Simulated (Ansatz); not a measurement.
A made-up structure of BH4SO (charge +1), singlet:

| atom | x (Å) | y (Å) | z (Å) |
| --- | --- | --- | --- |
| O1 | -0.6458 | 0.2414 | -0.6641 |
| B2 | -0.1609 | -0.0979 | 0.6792 |
| S3 | 1.5043 | -0.4625 | 1.0154 |
| H4 | -1.5845 | 0.4406 | -0.8192 |
| H5 | -0.0958 | 0.2909 | -1.4633 |
| H6 | -1.0301 | -0.0894 | 1.4784 |
| H7 | 0.2796 | -0.3563 | 1.7096 |

It is relaxed with PBE-D4/def2-SVP and then PBE0-D4/def2-TZVP (Ansatz 0.2.0). Atoms count as bonded within 1.22 times the sum of their covalent radii (H–H: 0.88 Å). The end point is not checked to be a true minimum.

Does its bonding change? (Judge from chemistry; the calculation decides.)

The calculation gives: Yes. Formed: none; broken: B2–H7.

Where it ends: The first stage lowers the energy by 2.22 eV in 10 steps. It ends as BH₄SO ([OH2][BH][SH]), total charge +1:
O1  (-0.702, 0.272, -0.766)
B2  (-0.380, -0.046, 0.635)
S3  (1.285, -0.423, 0.977)
H4  (-1.607, 0.493, -1.037)
H5  (-0.057, 0.285, -1.494)
H6  (-1.331, 0.006, 1.332)
H7  (1.059, -0.621, 2.289)
(Å)

Labels in which every atom is bracketed show which atoms are joined, not bond orders.

For scale, one of the runs: PBE0-D4/def2-TZVP relaxation, 123 basis functions, launched by `ansatz run in.yaml --threads 2 --pin off --events-out ev --progress --plain --max-ram 4352MiB`. The run took about 12 s on 2 CPU threads of an Intel Xeon Platinum 8259CL (shared host).
